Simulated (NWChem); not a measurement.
Atomisation of acetonitrile (C2H3N)

```
C
H 1 1.1004
H 1 1.1004 2 108.60
H 1 1.1004 2 108.60 3 -117.93
C 1 1.4600 2 110.33 3 121.04
N 5 1.1582 2 150.74 1 180.00
```
Charge 0, spin multiplicity 1.

All runs are NWChem calculations. Structure: optimised with B3LYP/def2-SVP, a minimum by its harmonic frequencies.

Basis set: def2-TZVP. The atomisation energy is electronic alone: no zero-point, thermal, spin-orbit or counterpoise terms. No value is extrapolated to the basis-set limit. Free atoms are single determinants with multiplicities C 3, N 4, H 2. Correlated methods freeze the same cores in atoms and molecule, 3 orbitals in all.

B3LYP has NWChem's definition, with VWN1-RPA local correlation. The stability of the SCF solutions was not checked. Open-shell Hartree-Fock references start from PBE0 orbitals.

Q: Order these methods by the atomisation energy they give, lowest first: PBE0, MP2, B3LYP, BHandHLYP, LDA (SVWN5).

A: BHandHLYP (590.1 kcal/mol), MP2 (607.8 kcal/mol), B3LYP (615.2 kcal/mol), PBE0 (617.0 kcal/mol), LDA (SVWN5) (704.9 kcal/mol)
